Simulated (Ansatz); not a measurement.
**CB: composite energy at a relaxed geometry from a Python script**

Aim: a composite energy at a relaxed geometry, for CB, run from a script.

Program: the Python package of Ansatz 0.2.0. The levels of theory stand in the script. These are calculated values, not measurements.

### 1 The system

Bond lengths: B1–C2 1.525 Å.

The script holds or builds the structure itself.

### 2 Script

File composite_cb.py:

```python
"""A composite energy for CB: DFT geometry, MP2 basis limit, coupled-cluster correction."""

from dataclasses import dataclass
import itertools
import warnings

import ansatz as az
from ase.data import atomic_numbers, covalent_radii
import numpy as np


@dataclass
class Options:
    basis: str = "def2-SVP"
    functional: str = "r2scan"
    vdw: str = "d4"


settings = Options()

GEOMETRY = """
B     0.00000    0.00000    0.00000
C     0.00000    0.00000    1.52500
"""


def main() -> None:
    warnings.simplefilter("ignore", az.DeckWarning)

    geometry = az.Crystal.molecule()
    for line in GEOMETRY.strip().splitlines():
        symbol, *xyz = line.split()
        geometry = geometry.atom(symbol, [float(v) for v in xyz])

    job = (
        geometry.calculation()
        .basis(gaussian=settings.basis)
        .functional(settings.functional, dispersion=settings.vdw)
        .spin("collinear", total=3)
    )
    symbols = [site.symbol for site in geometry.cartesian_sites]
    start = np.array([site.position_ang for site in geometry.cartesian_sites], dtype=float)
    data = job.relax(force_tolerance=0.01).run(threads=1, pin="off").report
    end = np.array(data["positions_ang"])
    # pairs closer than 1.2 times the sum of covalent radii, before or after
    radius = [covalent_radii[atomic_numbers[s]] for s in symbols]
    span = lambda where, i, j: np.linalg.norm(where[i] - where[j])
    bonded = [(i, j) for i, j in itertools.combinations(range(len(symbols)), 2) if min(span(start, i, j), span(end, i, j)) < 1.2 * (radius[i] + radius[j])]
    print("pair        before    after (A)")
    for i, j in bonded:
        print(f"{symbols[i]}{i}-{symbols[j]}{j}".ljust(10), f"{span(start, i, j):8.4f} {span(end, i, j):8.4f}")

    minimum = az.Crystal.molecule()
    for symbol, place in zip(symbols, end):
        minimum = minimum.atom(symbol, place.tolist())
    at_minimum = minimum.calculation().spin("collinear", total=3)
    # MP2 extrapolated to the basis limit, plus the small-basis difference CCSD(T) - MP2
    level = lambda method, basis: at_minimum.basis(gaussian=basis).correlation(method).run(threads=1, pin="off").report
    small, large, cluster = level("mp2", "cc-pVDZ"), level("mp2", "cc-pVTZ"), level("ccsd_t", "cc-pVDZ")
    corr = lambda each: (each["free_energy_ev"] - each["reference_energy_ev"]) / 27.211386246
    mp2_limit = (27 * corr(large) - 8 * corr(small)) / 19
    pieces = {"HF / cc-pVTZ": large["reference_energy_ev"] / 27.211386246, "MP2 correlation, DZ-TZ limit": mp2_limit, "CCSD(T) - MP2 / cc-pVDZ": corr(cluster) - corr(small)}
    for name, value in pieces.items():
        print(f"{name:32s} {value:14.6f} Ha")
    print(f"{'sum':32s} {sum(pieces.values()):14.6f} Ha")
    print("T1 diagnostic", round(cluster["correlation"]["coupled_cluster"]["t1_diagnostic"], 4))


if __name__ == "__main__":
    main()
```

### 3 The calls as engine input

The engine receives this input (first run):

```yaml
crystal:
  periodic: [false, false, false]
  atoms:
    - { symbol: B, position_ang: [0.0, 0.0, 0.0] }
    - { symbol: C, position_ang: [0.0, 0.0, 1.525] }
basis:
  gaussian:
    orbitals: def2-SVP
hamiltonian:
  xc: r2scan
  dispersion: d4
magnetization:
  spin_polarized: true
  initial_magnetization: 3.0
relax:
  f_tol: 0.01
```

### 4 Launch

Launch:

```sh
python composite_cb.py
```

**Question.** What results will this script give? Wanted: T1 diagnostic; composite energy.

The runs gave:

```
        quantity          value
   T1 diagnostic         0.0609
composite energy  -62.555414 Ha
   runs compared              3
```

**Reading.** All 3 runs converged (84 to 447 cycles). A T1 diagnostic under about 0.02 supports a single-reference treatment; this one lies above (open shells tolerate somewhat more). Run 0: After 3 moves the largest shift is 0.017 Å. The sum leaves out core correlation, relativity, the Hartree-Fock basis error and zero-point energy; a DZ-TZ extrapolation is rough. The species is open-shell (spin multiplicity 4). Inner cores stay frozen, so this is valence correlation. The spin state was assumed, and another may lie lower. An extrapolation from small basis sets is rough.
